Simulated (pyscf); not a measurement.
Thermochemistry of product channels of methane (CH₄) + Br atom (Br•) on the doublet surface, in kJ/mol, from ωB97M-D3(BJ)/def2-TZVP energies (ideal gas, 1 atm, RRHO with modes under 100 cm⁻¹ raised to 100, one conformer, R ln 2 for rigid chiral ones). PySCF, gas phase, ωB97X-D3(BJ)/def2-SVP geometries.

| products | ΔE | ΔH(298 K) | ΔG(600 K) | ΔG(1200 K) |
|---|---|---|---|---|
| methylene (CH₂) [triplet] + hydrogen bromide (HBr) + H atom (H•) | +577.0 | +529.7 | +434.8 | +330.6 |
| •H₂C–Br + hydrogen (H₂) | +155.4 | +126.9 | +104.0 | +73.5 |
| methyl (CH₃•) + hydrogen bromide (HBr) | +88.9 | +68.4 | +44.0 | +16.2 |

These are energies of the channels, which say nothing of barriers. Left out: orbital degeneracy and the spin-orbit lowering of Br, which is large for Br, Se, Te and I. Elements up to Kr have no core potential and no relativistic terms here.
